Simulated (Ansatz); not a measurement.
**A relaxation, step by step**

AlH2ClO, singlet, PBE0-D4/def2-TZVP (Ansatz 0.2.0). Settings:

```yaml
hamiltonian: {xc: pbe0, dispersion: d4}
relax: {f_tol: 0.005, max_steps: 200}
```

Start, a step off a saddle point along its unstable mode:

```
5
angstrom
Al 0.5471 0.1561 0.2926
Cl 0.1158 -1.4773 -1.2475
H 1.7419 -0.7515 -0.2007
O -0.7629 1.1344 0.7861
H -1.6420 0.9381 0.3694
```

```
step  energy less the last (meV)  largest force component (eV/Å)
   1                      2116.2                           1.421
   2                      1295.1                           1.782
   3                       634.0                           1.176
   4                       208.3                           0.652
   5                        25.2                           0.472
   6                         3.5                           0.184
   7                         1.0                           0.220
   8                         0.0                           0.032
   9                         0.0                           0.002
```

Step 3, positions (Å) and forces (eV/Å):

| atom | x | y | z | Fx | Fy | Fz |
| --- | --- | --- | --- | --- | --- | --- |
| Al1 | 0.441 | -0.027 | 0.097 | 0.992 | -0.058 | 0.198 |
| Cl2 | -0.129 | -1.426 | -1.264 | -1.146 | -0.931 | -1.102 |
| H3 | 1.996 | -0.565 | 0.030 | -0.461 | 1.176 | 0.906 |
| O4 | -0.709 | 1.059 | 0.736 | 0.773 | -0.234 | -0.004 |
| H5 | -1.600 | 0.959 | 0.401 | -0.159 | 0.046 | 0.002 |

Step 6, positions (Å) and forces (eV/Å):

| atom | x | y | z | Fx | Fy | Fz |
| --- | --- | --- | --- | --- | --- | --- |
| Al1 | 0.446 | -0.194 | -0.050 | 0.109 | -0.135 | -0.093 |
| Cl2 | -0.355 | -1.557 | -1.437 | 0.051 | 0.052 | 0.060 |
| H3 | 1.978 | -0.232 | 0.318 | -0.184 | 0.023 | -0.027 |
| O4 | -0.568 | 0.939 | 0.661 | 0.180 | 0.079 | 0.118 |
| H5 | -1.502 | 1.044 | 0.508 | -0.155 | -0.019 | -0.057 |

Step 8, positions (Å) and forces (eV/Å):

```
atom       x       y       z      Fx      Fy      Fz
 Al1   0.444  -0.195  -0.052   0.010  -0.032  -0.025
 Cl2  -0.355  -1.555  -1.434   0.001   0.004   0.003
  H3   1.962  -0.227   0.317   0.013   0.000   0.004
  O4  -0.557   0.946   0.671  -0.032   0.029   0.017
  H5  -1.494   1.031   0.498   0.008  -0.001   0.001
```

Last step (9):

```
5
angstrom
Al 0.4441 -0.1958 -0.0527
Cl -0.3551 -1.5543 -1.4341
H 1.9627 -0.2276 0.3174
O -0.5577 0.9474 0.6715
H -1.4940 1.0303 0.4979
```

The run took about 14 s on 2 CPU threads of an Arm Neoverse V2 (shared host).
